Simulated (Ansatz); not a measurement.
# CH4Si (singlet): from Hartree-Fock to the top rungs at distance Si1–C2 = 3.455 Å, cc-pVTZ

One table from this session's results is given with a row withheld; the runs are named, their logs left out.

The runs use Ansatz 0.2.0, Gaussian basis; cc-pVTZ, core rule «outside noble gas», up to 6 orbitals frozen.

To be run: UHF; CCSD(T) on RHF; CCSD(T) on UHF; BCCD(T) on RHF; CCSDT(Q) on RHF.

## What is computed

The geometry derives from a PBE0/def2-TZVP stationary point (not a proven minimum). One bond is set to the value named and the two fragments are kept rigid.

6 atoms, charge 0, spin multiplicity 1.

Atoms are counted from 1 here; the program's logs count them from 0.

Bond lengths: Si1–H3 1.493 Å, Si1–H4 1.491 Å, Si1–H5 1.491 Å, C2–H6 1.105 Å. Angles: H3–Si1–H4 109.1°, H3–Si1–H5 109.1°, H4–Si1–H5 109.2°.

The first run:

in.yaml

```yaml
crystal:
  periodic: [false, false, false]
  atoms:
    - {symbol: Si, position_ang: [0.000000, 0.071263, 0.993484]}
    - {symbol: C, position_ang: [0.000000, -0.228384, -2.448498]}
    - {symbol: H, position_ang: [0.000000, 1.389040, 1.694313]}
    - {symbol: H, position_ang: [1.215343, -0.694465, 1.394124]}
    - {symbol: H, position_ang: [-1.215343, -0.694465, 1.394124]}
    - {symbol: H, position_ang: [0.000000, 0.735632, -2.988727]}
basis:
  gaussian: {orbitals: cc-pVTZ}
magnetization: {spin_polarized: true, initial_magnetization: 0}
hamiltonian: {xc: hf}
output: {orbitals: {seedname: orbitals}}
```

On the command line:

```
ansatz run in.yaml --threads 1 --pin off --events-out ev --progress --plain --max-ram 4096MiB --backend cpu
```

Among the steps run: UHF; CCSD(T) on RHF; CCSD(T) on UHF; BCCD(T) on RHF; CCSDT(Q) on RHF.

One table of the session follows, with a row left open; its other results are not shown here.

| method | from RCCSDT(Q) (meV) |
| --- | --- |
| RHF | ? |
| RMP2 | +2328.5 |
| UMP2 | +1832.6 |
| RCCSD | +715.6 |
| UCCSD | +425.4 |
| RCCSD(T) | +98.6 |
| UCCSD(T) | +211.7 |
| BCCD(T) | +99.6 |
| RCCSDT | +55.5 |
| RCCSDT(Q) | 0 |

**Question.** Estimate the row for RHF.

As computed: from RCCSDT(Q) (meV): +9956.5. In the column «from RCCSDT(Q) (meV)» it is the highest.

Left out of the table: UHF (another determinant or state than the rows shown).

Caveats from the session: The determinant of HF (⟨S²⟩ 1.35) is far from a pure spin state, so its energy mixes those of several spin states; that is harmless only where they are near-degenerate. The report flags that the cluster equations may have other roots. The determinant of CCSD(T) (⟨S²⟩ 0.95) is far from a pure spin state, so its energy mixes those of several spin states; high orders of coupled cluster remove much of that, low ones don't. The program flags RCCSD(T), UCCSD(T), BCCD(T), RCCSDT(Q) as in doubt, so the zero of the table is itself unsure. Warnings: restricted reference is unstable; spin contamination; coupled cluster took another determinant than the lowest; large T1 diagnostic. Restricted and unrestricted rows rest on different reference determinants; a gap between their highest levels can come from leftover correlation error, from unlike frozen cores or from another state.
